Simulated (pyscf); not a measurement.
PySCF, gas phase, ωB97X-D3(BJ)/def2-SVP geometries. MP2 and CC: frozen core, UHF for open shells. ΔMP2 is the change of the MP2 total energy from the triple- to the quadruple-zeta basis.

SMILES: O=C
```xyz
4

C      0.1522    -0.0396    -0.8322
O      0.0449    -0.0300    -2.0268
H      0.1958     0.9006    -0.2269
H      0.2126    -0.9894    -0.2435
```

Problem. How much does it cost (ΔH, 298 K, CCSD(T)/def2-TZVPP + ΔMP2(QZVPP)) to split H₂C=O (SMILES C=O) at its C–H bond into •HC=O + H•?

Solution. C–H to •HC=O + H•: 87.9 kcal/mol. The radicals are drawn with the spin at the cut bond; how far it spreads was not checked. The CCSD(T) − MP2 part came from Ansatz, without density fitting, on the same reference.
